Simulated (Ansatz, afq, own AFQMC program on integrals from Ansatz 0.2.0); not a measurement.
**SiH3, doublet: AFQMC among the cluster methods**

| atom | x (Å) | y (Å) | z (Å) |
| --- | --- | --- | --- |
| Si | 0.0002 | -0.0001 | -0.0761 |
| H | 2.4627 | 0.0254 | 0.7119 |
| H | -1.2546 | 2.1228 | 0.7013 |
| H | -1.2124 | -2.1452 | 0.7074 |

Basis 6-31G. Only valence electrons are correlated. Integrals, coupled cluster, full CI and functionals: Ansatz 0.2.0; the random walks run on the same integrals in our own AFQMC program. The CISD trial takes its coefficients from CCSD amplitudes. Released means that phaseless walkers are propagated on without the constraint, phases kept. ± is one standard error of the sampling.

Determinant: ROHF, the one that the program's search chose, which needn't be the lowest solution. The geometry is a point of a scan.

Full CI on the same integrals is exact in this basis and with this determinant's frozen core.

Cautions: a spin-contaminated unrestricted determinant lies lower (UHF 2.94 eV lower, ⟨S²⟩ 2.16); the search met a lower determinant of the same kind, perhaps of another symmetry (869 meV lower), and this one is a saddle point; strong correlation (T1 0.074, weight of the determinant 0.69, largest double 0.19); CCSD(T) is in doubt: in a space of 7 electrons in 8 natural orbitals full CI lies 92 meV below it; the released energies are still falling, so no released level is given (meV from the phaseless value at times in 1/Eh: -18 ± 7 at 0.24, -40 ± 6 at 0.51, -54 ± 7 at 0.99, -72 ± 6 at 1.62, -93 ± 6 at 2.40).

- T1 diagnostic: 0.0743
- weight of the determinant in the CISD state: 0.689
- size of the correlated space: 7 electrons in 14 orbitals

| level | correlation energy (eV) |
| --- | --- |
| MP2 | -2.7958 |
| CCSD | -4.5844 |
| CCSD(T) | -4.8347 |

Problem. Estimate where full CI lies against CCSD(T) on the same integrals.

Solution. 3.68 mEh below CCSD(T).

Reference: full CI, correlation energy -4.935 eV. The cautions show a poor starting determinant, so the rows tell how each method copes with it here, and full CI is the sure value.

```
        level  E − E(reference) (mEh)  share of correlation (%)
      CCSD(T)                    3.68                     97.97
        CCSDT                    0.23                     99.87
     CCSDT(Q)                    0.15                     99.92
       CCSDTQ                   -0.04                    100.02
  ph-AFQMC/HF            41.59 ± 1.56                     77.07
ph-AFQMC/CISD             7.28 ± 0.22                     95.99
```

CCSDT and higher add their correlation energy to the determinant of the CCSD(T) run, since their own runs factorise the integrals more tightly (a shift of under 2 meV). A walk keeps the symmetry of its determinant, which the program's search chose and which needn't be the lowest solution, so a lower state of the same spin and another symmetry isn't excluded.
